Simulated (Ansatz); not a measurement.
# C2H4OS: the cost of one run

All numbers below are computed with Ansatz 0.2.0 (RKS revPBE-D4/def2-SVPD).

### 1 Starting point

Bond lengths: C1–C2 1.455 Å, C2–O3 1.324 Å, C2–S4 1.625 Å, C1–H5 1.048 Å, C1–H6 1.156 Å, C1–H7 1.117 Å, O3–H8 0.944 Å. Angles: C1–C2–O3 114.6°, C1–C2–S4 128.0°, O3–C2–S4 117.4°, C2–C1–H5 114.5°, C2–C1–H6 109.1°, C2–C1–H7 112.8°, H5–C1–H6 108.1°, H5–C1–H7 107.4°, H6–C1–H7 104.4°, C2–O3–H8 109.9°.

As a file:

```xyz
8

C     0.1711    0.9378   -0.0416
C    -0.1025   -0.4855   -0.1678
O     0.0449   -1.1758    0.9518
S    -0.5172   -1.3089   -1.5064
H     0.9747    1.1715    0.5895
H    -0.7709    1.4703    0.3646
H     0.3653    1.4304   -1.0250
H    -0.0733   -2.0968    0.7791
```

### 2 End point A

File input.yaml:

```yaml
crystal:
  periodic: [false, false, false]
  atoms:
    - { symbol: C, position_ang: [0.1711, 0.9378, -0.0416] }
    - { symbol: C, position_ang: [-0.1025, -0.4855, -0.1678] }
    - { symbol: O, position_ang: [0.0449, -1.1758, 0.9518] }
    - { symbol: S, position_ang: [-0.5172, -1.3089, -1.5064] }
    - { symbol: H, position_ang: [0.9747, 1.1715, 0.5895] }
    - { symbol: H, position_ang: [-0.7709, 1.4703, 0.3646] }
    - { symbol: H, position_ang: [0.3653, 1.4304, -1.025] }
    - { symbol: H, position_ang: [-0.0733, -2.0968, 0.7791] }
basis:
  gaussian: { orbitals: def2-SVPD }
hamiltonian:
  xc: revpbe
  dispersion: d4
relax:
  f_tol: 0.02
  max_steps: 50
```

Run with:

```
$ ansatz run input.yaml --threads 2 --pin off --max-ram 3072MiB --backend cpu --events-out ev --progress --plain --runs-dir out
```

What time and memory should one allow on 2 threads of Intel Xeon Platinum 8375C at 2.90GHz (Ice Lake), shared host?

About 22 s, with a peak of 0.17 GiB.
